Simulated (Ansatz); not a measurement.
One change: `[NH2][AlH][NH2]` becomes `[NH2][AlH][OH]`.

Ansatz, PBE0-D4/def2-TZVP geometries, multiplicity 1. Each molecule was computed in one conformer, which needn't be the lowest.

```json
{"property": "size of the dipole moment (B3LYP/def2-TZVPP) / D", "`[NH2][AlH][NH2]`": "1.22"}
{"property": "LUMO energy (B3LYP/def2-TZVPP) / eV", "`[NH2][AlH][NH2]`": "0.18"}
{"property": "HOMO energy (B3LYP/def2-TZVPP) / eV", "`[NH2][AlH][NH2]`": "-6.68"}
{"property": "HOMO–LUMO gap (ωB97M-V/def2-TZVPP) / eV", "`[NH2][AlH][NH2]`": "11.24"}
{"property": "HOMO–LUMO gap (B3LYP/def2-TZVPP) / eV", "`[NH2][AlH][NH2]`": "6.85"}
{"property": "LUMO energy (PBE0/def2-TZVPP) / eV", "`[NH2][AlH][NH2]`": "0.48"}
```

Question: Give the same properties after the change, and the shifts. (Estimate.)

Answer: Computed: 
```
                                        property  `[NH2][AlH][OH]`  shift
size of the dipole moment (B3LYP/def2-TZVPP) / D              0.42  -0.80
             LUMO energy (B3LYP/def2-TZVPP) / eV             -0.05  -0.23
             HOMO energy (B3LYP/def2-TZVPP) / eV             -7.13  -0.45
         HOMO–LUMO gap (ωB97M-V/def2-TZVPP) / eV             11.51   0.27
           HOMO–LUMO gap (B3LYP/def2-TZVPP) / eV              7.07   0.22
              LUMO energy (PBE0/def2-TZVPP) / eV              0.17  -0.31
```

With PBE0 the HOMO falls by 0.45 eV and the LUMO falls by 0.31 eV, so the gap widens by about 0.14 eV. PBE moves the HOMO by -0.44 eV and ωB97M-V by -0.47 eV. The zero-point energy changes by -31.0 kJ/mol with -3 modes. Dipoles are sizes alone; their direction can turn.

B3LYP here is the variant with VWN-RPA as its local correlation; programs differ in this.
